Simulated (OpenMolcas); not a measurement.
**Exact exchange and the electronic atomisation energy of C3H5N (propanenitrile)**

C3H5N has 9 atoms, charge 0, and is taken as a singlet. As SMILES, `CCC#N`. The coordinates come from a PBE0-D4/def2-TZVP relaxation.

The electronic atomisation energy y, in eV, basis def2-SVPD; a is the functional's share of exact exchange. Programs: OpenMolcas 26.06.

| functional | program | a | y (eV) |
| --- | --- | --- | --- |
| TPSS | OpenMolcas | 0 | 39.97 |
| r2SCAN | OpenMolcas | 0 | 39.66 |
| B3LYP | OpenMolcas | 0.2 | 39.73 |
| PBE0 | OpenMolcas | 0.25 | ? |
| BHLYP | OpenMolcas | 0.5 | 38.47 |

Task: Fit y = c + s·a to the known rows and predict PBE0.

Result: 
1. Means of the 4 rows: a = 0.1750, y = 39.457.
2. Σ(Δa)² = 0.1675, Σ(Δa·Δy) = -0.43925, so the slope is -0.43925/0.1675 = -2.6224.
3. Intercept: 39.457 − (-2.6224) × 0.1750 = 39.916. The largest residual of the fit is 0.34.
4. PBE0: 39.916 + (-2.6224) × 0.25 = 39.26 eV.

The run gave 40.03 eV, so the prediction is off by -0.77 eV, more than the scatter of the fit. The rows mix families of semi-local functionals, which the line can't see.
